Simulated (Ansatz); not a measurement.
# Ta2Br: from a trial structure to a relaxed crystal

Method: DFT PBE, scalar-relativistic, plane waves, PAW (Ansatz). Cutoff 420 eV, Γ-centred k mesh, Gaussian smearing, no spin polarisation in the final step.

Ta2Br was placed on the cubic Laves (C15) structure type (Fd-3m, No. 227), with Br in place of Mg, Ta in place of Cu, at a guessed volume.

```
CELL_PARAMETERS angstrom
0.00000 3.99078 3.99078
3.99078 0.00000 3.99078
3.99078 3.99078 0.00000
ATOMIC_POSITIONS crystal
Ta 0.62500 0.62500 0.62500
Ta 0.12500 0.62500 0.62500
Ta 0.62500 0.62500 0.12500
Ta 0.62500 0.12500 0.62500
Br 0.00000 0.00000 0.00000
Br 0.25000 0.25000 0.25000
```

Cell and atoms relax at zero pressure; the relaxation can't lower the symmetry of the start.

The zero of energy is the elements' standard structures at the same level; no fitted shifts are applied.

Problem. Describe the relaxed structure.

Solution. It keeps Fd-3m (No. 227). The result has the cubic Laves (C15) structure. Conventional cell: a = 8.015 Å. Around Ta lie 6 Ta at 2.83 Å and 6 Br at 3.32 Å; Br is coordinated by 12 Ta at 3.32 Å and 4 Br at 3.47 Å.

```
Ta Br
1.0
     0.00000    4.00755    4.00755
     4.00755    0.00000    4.00755
     4.00755    4.00755    0.00000
Ta Br
4 2
Direct
  0.12500 0.12500 0.12500
  0.62500 0.12500 0.12500
  0.12500 0.12500 0.62500
  0.12500 0.62500 0.12500
  0.50000 0.50000 0.50000
  0.75000 0.75000 0.75000
```

Problem. What are its volume, energy, density and gap?

Solution. The volume per atom is 21.45 Å³. The density is 11.40 g/cm³. The energy over the elements is 1.13 eV/atom and the gap on the 8×8×8 mesh is 0 eV (a metal).

The final run used a 8×8×8 mesh on its 6-atom cell and 0.10 eV smearing. For metals, differences of a few meV/atom aren't resolved. Spin–orbit coupling is left out. Symmetry constrained the relaxation, so the result can be a saddle point.

Cost: 2 runs of about 0.66 core-minutes in all, on Arm Neoverse V1 (shared hosts).